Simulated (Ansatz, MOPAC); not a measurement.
Reaction (SMILES): ClC(Cl)Cl [chloroform] + 2 C (CH4) → 3 CCl (CH3Cl)

Wanted: bond separation energy (enthalpy at 298 K), in kcal/mol. Terms: frozen cores in correlated levels; no spin-orbit coupling; non-relativistic; dispersion terms only where a functional's name holds one; 6-31G* and kin with 6d, 5d where marked. Ab initio and DFT rows: single points at B3LYP-D3(BJ) geometries (Ansatz, a first-principles code), with unscaled harmonic terms from B3LYP/6-31G* (Ansatz) at its own minima. Semi-empirical rows: MOPAC heats of formation at their own minima for 298 K.

| species | coefficient | E at MP2/6-31G* (Ansatz), Eh | E at wB97X-V/def2-TZVPD (Ansatz), Eh | H(298 K) - E, kcal/mol | heat of formation at MNDO (MOPAC), kcal/mol |
|---|---|---|---|---|---|
| ClC(Cl)Cl | -1 | -1417.39419 | -1419.13715 | 15.91 | -28.97 |
| C (CH4) | -2 | -40.33255 | -40.51531 | 30.76 | -11.96 |
| CCl (CH3Cl) | +3 | -499.35444 | -500.05755 | 26.40 | -22.52 |

Measured values: Active Thermochemical Tables 1.112 (ions: stationary electron), as tabulated in the package chemicals; they hold spin-orbit and core effects, anharmonicity.  Value to compare with, the measured value: 1.1 kcal/mol. 1 Eh = 627.5095 kcal/mol.

**Question.** Work the quantity out at each level, and compare with the measured value.

**Answer.** 
- MP2/6-31G*: the sum of coefficient times E is -0.00403 Eh, or -2.53 kcal/mol; the thermal terms add 1.77. Result: -0.8 kcal/mol. Its error against the measured value is -1.9 kcal/mol.
- wB97X-V/def2-TZVPD: the sum of coefficient times E is -0.00488 Eh, or -3.06 kcal/mol; the thermal terms add 1.77. Result: -1.3 kcal/mol. Its error against the measured value is -2.4 kcal/mol.
- MNDO: the sum of coefficient times heat of formation is -14.67 kcal/mol; it needs no thermal term. Its error against the measured value is -15.8 kcal/mol.
